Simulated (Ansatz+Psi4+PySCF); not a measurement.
The numbers below are computed, except where a source is named.
This PySCF input gave a total energy of -225.06219 hartree.

```python
from pyscf import gto, scf, mp

mol = gto.M(atom="""
O -0.482000 0.578000 0.348100
O 0.574600 -0.049200 -0.402800
O 0.807500 0.371100 0.954700
""", basis='cc-pvtz', charge=0, spin=0)
mf = scf.RHF(mol)
mf.kernel()
pt = mp.MP2(mf, frozen=3).run()
print(mf.e_tot, pt.e_corr, pt.e_tot)
```

Q: Write an input for Ansatz with the same method and basis set.

A:

```yaml
crystal:
  periodic: [false, false, false]
  atoms:
    - { symbol: O, position_ang: [-0.482, 0.578, 0.3481] }
    - { symbol: O, position_ang: [0.5746, -0.0492, -0.4028] }
    - { symbol: O, position_ang: [0.8075, 0.3711, 0.9547] }
basis:
  gaussian: { orbitals: cc-pVTZ }
hamiltonian:
  xc: hf
correlation:
  method: mp2
  frozen_orbitals: { O: 1 }
scf:
  omitted_lower_state_checks: [stability, starts, atomic_configurations, cluster_reference, orbital_swaps, given_window_search, neighbouring_geometries, increment]
```

Ansatz (development build ahead of 0.2.0) gave -225.06219 hartree, 0.08 meV from the first.
